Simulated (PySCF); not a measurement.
An unknown is described by computed data only.

Elements present: C, H, O and S. Monoisotopic mass: 110.0038 u.

| Item | Value |
| --- | --- |
| Dipole | 3.69 D [PBE0/pcSseg-1] |
| 13C NMR | chemical shifts (computed TMS as zero) by class: 55.6 (1 C), 10.3 (1 C) ppm [GIAO PBE0/pcSseg-1] |
| NMR, other nuclei | isotropic shieldings of nuclei other than C and H, by class: 104 (2 O), 137 (1 O), 179 (1 S) ppm [GIAO PBE0/pcSseg-1] |
| Rotational structure | rotational constants A, B, C: 4.621, 2.522, 2.487 GHz [GFN2-xTB] |
| 1H NMR | chemical shifts (computed TMS as zero) by class: 4.40 (1 H), 2.92 (2 H), 1.57 (3 H) ppm [GIAO PBE0/pcSseg-1] |

The electronic properties come from PySCF, for the isolated species, density fitting. Levels stand in brackets. Isolated species at its GFN2-xTB geometry (one conformer only). NMR classes are plain means over equivalent atoms (diastereotopic ones count apart unless rotation or inversion swaps them), as if these changed places fast.

Task: Which formula fits the mass and the elements?

Result: C2H6O3S (calculated 110.0038). No other formula that holds each of these elements comes within 0.0003 u with a fitting electron parity and a possible valence count.

Task: Give a SMILES that accounts for the data.

Result: Numbering: `[CH3:1][CH2:2][S:3](=[O:4])(=[O:5])[OH:6]`. 2 carbons fall into 2 classes; from least to most shielded: sp3 carbon bound to sulfur [C2] (55.6 ppm), methyl carbon [C1] (10.3 ppm). Hydrogen classes from least to most shielded: 1 H on a hydroxyl oxygen, O6 (4.40 ppm), 2 H on an sp3 carbon bound to sulfur, C2 (2.92 ppm), 3 H on a methyl carbon, C1 (1.57 ppm). The other shieldings belong to: 104 ppm, sulfonyl oxygen [O4/O5]; 137 ppm, hydroxyl oxygen [O6]; 179 ppm, sulfonyl sulfur [S3]. The optimised geometry has point group C1 and is an asymmetric top. Structure: `CCS(=O)(=O)O`. The assignments are read from this structure; whether some other isomer fits the data as well wasn't checked.

Shape of the structure used: `[CH3:1][CH2:2][S:3](=[O:4])(=[O:5])[OH:6]`: C1–C2–S3–O4 -51°, H–O6–S3–C2 122°.
